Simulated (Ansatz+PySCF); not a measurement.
**singlet BH: levels of theory in one basis**

```tsv
atom	x (Å)	y (Å)	z (Å)
B	0.0000	0.0000	-0.1878
H	0.0000	0.0000	0.9393
```

Basis set: 6-31G (spherical functions). Frozen core: 1 orbital. Charge 0, multiplicity 1.

Computed with Ansatz (development build ahead of 0.2.0); each method stands on the lowest determinant of its kind that the runs found.

```csv
method,E − E(RHF) (eV),<S²> of the determinant
RHF,0.00,0.00
UHF,-0.21,0.50
RHF-MP2,-0.99,–
UHF-MP2,-0.96,0.50
RHF-CCSD,-1.61,–
RHF-CCSD(T),-1.63,–
UHF-CCSD(T),-1.63,0.50
full CI (lowest root of this spin),-1.64,–
```

Task: Is a single determinant a sound starting point here?

Result: Only with care. Unrestricted orbitals gain 0.21 eV and <S²> is 0.50 against 0.00 for a pure state, so spin symmetry breaks but gains little energy; restricted orbitals can still serve.

Caution for UHF, UHF-MP2, UHF-CCSD(T): the unrestricted determinant is spin contaminated. Caution for UHF-MP2, UHF-CCSD(T): a plain start can end on a higher determinant.
